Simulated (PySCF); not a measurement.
# Working with the constants of BP⁻

PBE0 constants of BP⁻, ²Σ⁺ (doublet), unpaired electrons σ ↑ (PySCF, no relativity, basis sets B aug-cc-pVDZ, P aug-cc-pV(D+d)Z; masses 11.0093 and 30.9738 u):

| Property | Result |
| --- | --- |
| ωe | 1051.2 cm⁻¹ |
| ωexe | 5.52 cm⁻¹ |
| Be | 0.71319 cm⁻¹ |
| αe | 0.00515 cm⁻¹ |
| D (centrifugal) | 1.31e-06 cm⁻¹ |
| De to B + P⁻ | 5.40 eV |

(1) Give the vibrational terms G(v) and spacings up to v = 6.

(2) How well does the Morse estimate ωe²/(4ωexe) reproduce De, and what is D0?

For an ion De counts to the pair picked by the measured ionisation energies or electron affinities, which need not be the lowest pair at this level. The state was picked by a PBE0 search and need not be the measured ground state.

Results:

(1) G(v) = ωe(v+½) − ωexe(v+½)².

| v | G(v) (cm⁻¹) | G(v) − G(v−1) | Bv (cm⁻¹) |
| --- | --- | --- | --- |
| 0 | 524 |  | 0.7106 |
| 1 | 1564 | 1040 | 0.7055 |
| 2 | 2594 | 1029 | 0.7003 |
| 3 | 3612 | 1018 | 0.6952 |
| 4 | 4619 | 1007 | 0.6900 |
| 5 | 5615 | 996 | 0.6849 |
| 6 | 6600 | 985 | 0.6797 |

(2) It gives 6.20 eV, 115 % of the computed De. D0 = De − G(0) = 5.40 − 0.06 = 5.34 eV.
